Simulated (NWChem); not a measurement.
Species: CH3S anion

```xyz
5

C      0.0000     0.0000    -1.1326
S      0.0000     0.0000     0.7146
H      0.7249     0.7249    -1.5458
H      0.2653    -0.9903    -1.5458
H     -0.9903     0.2653    -1.5458
```
Atoms are numbered in this order, from 1.

Computed with NWChem. Sets without diffuse functions describe the anion's extra electron poorly. Coordinates come from a B3LYP/def2-SVPD optimisation. The highest occupied level is positive in some or all of these runs, so the extra electron may be held by the finite basis. Level B3LYP/def2-SVP: energy and gradient on several grids; changes count from the extra-fine grid, which is no exact limit either.

```
grid     size of the energy change (μHa)  largest change of a gradient component (μHa/bohr)
-------  -------------------------------  -------------------------------------------------
xcoarse                              300                                                500
coarse                              < 10                                               < 30
medium                              < 10                                               < 30
fine                                < 10                                               < 30
xfine                               < 10                                               < 30
```
